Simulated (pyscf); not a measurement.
Elementary routes open to H₃C–CH•–Cl (SMILES C[CH]Cl) + HCl (SMILES Cl) in the gas phase (doublet surface):
A. H₃C–CH(Cl)–Cl (SMILES CC(Cl)Cl) + H• (SMILES [H]) (Cl–H broken; C–Cl formed)
B. H₃C–CH₂–Cl (SMILES CCCl) + Cl• (SMILES [Cl]) (Cl–H broken; C–H formed)

Optimised with ωB97X-D3(BJ)/def2-SVP in PySCF.

Problem. Rank the routes by free-energy barrier at 900 K, lowest first, for ωB97M-D3(BJ)/def2-TZVP energies (ideal gas, 1 atm, RRHO with modes under 100 cm⁻¹ raised to 100, one conformer, R ln 2 for chiral ones without a mode under 150 cm⁻¹).

Solution. B (32.2 kcal/mol), A (62.6 kcal/mol)

Route B is the fastest of these, ahead of the next by 30.4 kcal/mol. The most stable products are those of B (ΔG = +15.8 kcal/mol), so kinetics and thermodynamics agree. At 298 K B is still the fastest. Only these routes are compared; each barrier is that of the saddle found, and lower ones may exist. Left out: orbital degeneracy and the spin-orbit lowering of Cl.
